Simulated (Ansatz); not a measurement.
**CH3AlCl: vertical and adiabatic energies of changing the electron count from a Python script**

Aim: vertical and adiabatic energies of changing the electron count, for CH3AlCl, run from a script. SMILES: [CH3][Al][Cl].

All numbers are computed with Ansatz 0.2.0, driven from Python. Level of theory: B3LYP/cc-pVDZ.

## 1. Starting point

Bond lengths: C1–Al2 1.934 Å, Al2–Cl3 2.178 Å, C1–H4 1.162 Å, C1–H5 1.144 Å, C1–H6 1.133 Å. Angles: C1–Al2–Cl3 118.9°, Al2–C1–H4 111.9°, Al2–C1–H5 111.0°, Al2–C1–H6 112.9°, H4–C1–H5 109.5°, H4–C1–H6 107.3°, H5–C1–H6 103.9°.

The script holds or builds the structure itself.

## 2. The script

File adiabatic_ch3alcl.py:

```python
# -*- coding: utf-8 -*-
"""How CH3AlCl relaxes after losing an electron."""

import itertools
import logging
import sys

import ansatz
from ase import Atoms
from ase.data import atomic_numbers, covalent_radii
import numpy as np

logging.basicConfig(stream=sys.stdout, format="%(name)s: %(message)s")
log = logging.getLogger("calc")
log.setLevel(logging.INFO)

config = {
    "basis": "cc-pVDZ",
    "xc": "b3lyp",
    "net_charge": 1,
}

atoms = Atoms(["C", "Al", "Cl", "H", "H", "H"], positions=[
    (-0.4355, 0.4272, -0.2842),
    (0.1216, -1.3437, 0.2578),
    (2.0702, -1.5925, 1.199),
    (0.3731, 1.2277, -0.0488),
    (-1.4198, 0.7195, 0.2213),
    (-0.6674, 0.4977, -1.3914),
])
system = ansatz.Crystal.molecule_from_ase(atoms)

base = (
    system.calculation()
    .basis(gaussian=config["basis"])  # atom-centred Gaussian functions
    .functional(config["xc"])
    .spin("collinear", total=1)  # two spin channels
)
symbols = [site.symbol for site in system.cartesian_sites]
start = np.array([site.position_ang for site in system.cartesian_sites], dtype=float)
report = base.relax(force_tolerance=0.01, max_steps=100).run(threads=1).report
end = np.array(report["positions_ang"])

minimum = ansatz.Crystal.molecule()
for symbol, place in zip(symbols, end):
    minimum = minimum.atom(symbol, place.tolist())
ion = (
    minimum.calculation()
    .basis(gaussian=config["basis"])  # atom-centred Gaussian functions
    .functional(config["xc"])
    .charge(config["net_charge"])  # electrons removed from the neutral system
)
vertical = ion.run(threads=1).report
settled = ion.relax(force_tolerance=0.01, max_steps=80).run(threads=1).report
log.info(f"vertical ionisation energy   {vertical['free_energy_ev'] - report['free_energy_ev']:.3f} eV")
log.info(f"adiabatic, no zero point     {settled['free_energy_ev'] - report['free_energy_ev']:.3f} eV")
log.info(f"relaxation energy of the ion {vertical['free_energy_ev'] - settled['free_energy_ev']:.3f} eV")
ionised = np.array(settled["positions_ang"])
# pairs closer than 1.2 times the sum of covalent radii, before or after
radius = [covalent_radii[atomic_numbers[s]] for s in symbols]
span = lambda where, i, j: np.linalg.norm(where[i] - where[j])
bonded = [(i, j) for i, j in itertools.combinations(range(len(symbols)), 2) if min(span(end, i, j), span(ionised, i, j)) < 1.2 * (radius[i] + radius[j])]
log.info("pair        before    after (A)")
for i, j in bonded:
    print(f"{symbols[i]}{i}-{symbols[j]}{j}".ljust(10), f"{span(end, i, j):8.4f} {span(ionised, i, j):8.4f}")
```

## 3. The input behind the calls

The package turns the script's settings into the engine's input (first run):

```yaml
crystal:
  periodic: [false, false, false]
  atoms:
    - { symbol: C, position_ang: [-0.4355, 0.4272, -0.2842] }
    - { symbol: Al, position_ang: [0.1216, -1.3437, 0.2578] }
    - { symbol: Cl, position_ang: [2.0702, -1.5925, 1.199] }
    - { symbol: H, position_ang: [0.3731, 1.2277, -0.0488] }
    - { symbol: H, position_ang: [-1.4198, 0.7195, 0.2213] }
    - { symbol: H, position_ang: [-0.6674, 0.4977, -1.3914] }
basis:
  gaussian:
    orbitals: cc-pVDZ
hamiltonian:
  xc: b3lyp
magnetization:
  spin_polarized: true
  initial_magnetization: 1.0
relax:
  f_tol: 0.01
  max_steps: 100
```

## 4. Running it

Launch:

```console
$ python adiabatic_ch3alcl.py
```

Log:

```text
calc: vertical ionisation energy   7.905 eV
calc: adiabatic, no zero point     6.987 eV
calc: relaxation energy of the ion 0.918 eV
calc: pair        before    after (A)
C0-Al1       1.9933   1.9279
C0-H3        1.1026   1.1023
C0-H4        1.1035   1.1023
C0-H5        1.1035   1.1023
Al1-Cl2      2.1728   2.0487
```

Run time: 38 s. Hardware: 1 thread of Arm Neoverse V2, shared host; peak memory 0.24 GiB.

## 5. Inputs of later runs

The engine's inputs for the other runs:

Run 2, against run 1:

```diff
@@ -4,6 +4,6 @@
-    - { symbol: C, position_ang: [-0.4355, 0.4272, -0.2842] }
-    - { symbol: Al, position_ang: [0.1216, -1.3437, 0.2578] }
-    - { symbol: Cl, position_ang: [2.0702, -1.5925, 1.199] }
-    - { symbol: H, position_ang: [0.3731, 1.2277, -0.0488] }
-    - { symbol: H, position_ang: [-1.4198, 0.7195, 0.2213] }
-    - { symbol: H, position_ang: [-0.6674, 0.4977, -1.3914] }
+    - { symbol: C, position_ang: [-0.4498207500431571, 0.4587448758616475, -0.2926803035839818] }
+    - { symbol: Al, position_ang: [0.1147081643328906, -1.3732662082920852, 0.25362843825070597] }
+    - { symbol: Cl, position_ang: [2.066203875402093, -1.565405780895305, 1.1893932987399058] }
+    - { symbol: H, position_ang: [0.3386929608628379, 1.1873419040286297, -0.041501115080865805] }
+    - { symbol: H, position_ang: [-1.3840593509540462, 0.738891180442278, 0.22342355456745103] }
+    - { symbol: H, position_ang: [-0.6435248996006181, 0.4895940288548352, -1.3785638728932152] }
@@ -15,6 +15 @@
-magnetization:
-  spin_polarized: true
-  initial_magnetization: 1.0
-relax:
-  f_tol: 0.01
-  max_steps: 100
+total_charge: 1.0
```

Run 3, against run 1:

```diff
@@ -4,6 +4,6 @@
-    - { symbol: C, position_ang: [-0.4355, 0.4272, -0.2842] }
-    - { symbol: Al, position_ang: [0.1216, -1.3437, 0.2578] }
-    - { symbol: Cl, position_ang: [2.0702, -1.5925, 1.199] }
-    - { symbol: H, position_ang: [0.3731, 1.2277, -0.0488] }
-    - { symbol: H, position_ang: [-1.4198, 0.7195, 0.2213] }
-    - { symbol: H, position_ang: [-0.6674, 0.4977, -1.3914] }
+    - { symbol: C, position_ang: [-0.4498207500431571, 0.4587448758616475, -0.2926803035839818] }
+    - { symbol: Al, position_ang: [0.1147081643328906, -1.3732662082920852, 0.25362843825070597] }
+    - { symbol: Cl, position_ang: [2.066203875402093, -1.565405780895305, 1.1893932987399058] }
+    - { symbol: H, position_ang: [0.3386929608628379, 1.1873419040286297, -0.041501115080865805] }
+    - { symbol: H, position_ang: [-1.3840593509540462, 0.738891180442278, 0.22342355456745103] }
+    - { symbol: H, position_ang: [-0.6435248996006181, 0.4895940288548352, -1.3785638728932152] }
@@ -15,3 +15 @@
-magnetization:
-  spin_polarized: true
-  initial_magnetization: 1.0
+total_charge: 1.0
@@ -20 +18 @@
-  max_steps: 100
+  max_steps: 80
```

## 6. Run by run

One row for each of the 3 runs:

```
run   kind of run              system  unpaired or total moment  energy (eV)  <S²>  SCF cycles in all  CPU time (s)
  1    relaxation             CH3AlCl                         1  -20207.5207  0.75                 56            19
  2  single point  CH3AlCl, charge +1                   not set  -20199.6155  0.00                 17           1.5
  3    relaxation  CH3AlCl, charge +1                   not set  -20200.5336  0.00                 76            18
```

Totals carry meaning only in balanced differences at one level of theory.

## 7. Path of the relaxation of run 1

Relaxation path:

| step | energy from step 1 (eV) | largest force component (eV/Å) |
| --- | --- | --- |
| 1 | 0.0000 | 2.1525 |
| 2 | -0.1003 | 0.9227 |
| 3 | -0.1158 | 0.0747 |
| 4 | -0.1164 | 0.0133 |
| 5 | -0.1165 | 0.0047 |

Step 1 is the start.

Before: Bond lengths: C1–Al2 1.934 Å, Al2–Cl3 2.178 Å, C1–H4 1.162 Å, C1–H5 1.144 Å, C1–H6 1.133 Å. Angles: C1–Al2–Cl3 118.9°, Al2–C1–H4 111.9°, Al2–C1–H5 111.0°, Al2–C1–H6 112.9°, H4–C1–H5 109.5°, H4–C1–H6 107.3°, H5–C1–H6 103.9°.

After: Bond lengths: C1–Al2 1.993 Å, Al2–Cl3 2.173 Å, C1–H4 1.103 Å, C1–H5 1.103 Å, C1–H6 1.103 Å. Angles: C1–Al2–Cl3 117.0°, Al2–C1–H4 110.0°, Al2–C1–H5 110.2°, Al2–C1–H6 110.2°, H4–C1–H5 109.3°, H4–C1–H6 109.3°, H5–C1–H6 107.7°.

## 8. How the relaxation of run 3 went

Relaxation path:

| step | E - E(step 1) (eV) | largest force component (eV/Å) |
| --- | --- | --- |
| 1 | 0.0000 | 2.2403 |
| 2 | -0.4619 | 0.9356 |
| 3 | -0.6880 | 0.5572 |
| 4 | -0.8417 | 0.3041 |
| 5 | -0.9141 | 0.0725 |
| 6 | -0.9180 | 0.0229 |
| 7 | -0.9181 | 0.0108 |
| 8 | -0.9181 | 0.0016 |

Step 1 is the start.

Before: Bond lengths: C1–Al2 1.993 Å, Al2–Cl3 2.173 Å, C1–H4 1.103 Å, C1–H5 1.103 Å, C1–H6 1.103 Å. Angles: C1–Al2–Cl3 117.0°, Al2–C1–H4 110.0°, Al2–C1–H5 110.2°, Al2–C1–H6 110.2°, H4–C1–H5 109.3°, H4–C1–H6 109.3°, H5–C1–H6 107.7°.

After: Bond lengths: C1–Al2 1.928 Å, Al2–Cl3 2.049 Å, C1–H4 1.102 Å, C1–H5 1.102 Å, C1–H6 1.102 Å. Angles: C1–Al2–Cl3 180.0°, Al2–C1–H4 108.7°, Al2–C1–H5 108.7°, Al2–C1–H6 108.7°, H4–C1–H5 110.2°, H4–C1–H6 110.2°, H5–C1–H6 110.2°.

## 9. Summary of results

```
                                  quantity     value
                vertical ionisation energy  7.905 eV
adiabatic ionisation energy, no zero point  6.987 eV
                             runs compared         3
```

The ionisation energy is a difference of two total energies at the neutral geometry; letting the ion relax lowers it by 0.92 eV. Run 1: The relaxation took 4 moves; the largest shift is 0.054 Å, of atom 4 (H). Run 3: After 7 moves the largest shift is 0.825 Å, of atom 2 (Al). So large a move can change the bonding: the results belong to the relaxed structure. The energies are electronic: no zero-point or thermal terms, and the basis set is short of its limit. The product may relax into another structure. The relaxation finds the nearest minimum, so the adiabatic value is an upper bound. The species is open-shell (spin multiplicity 2). b3lyp holds the VWN-RPA fit, as in Gaussian; the form of ORCA and Turbomole is b3lyp5. Only the spin states typed were run; another state of an ion can lie lower, by up to an eV or two.
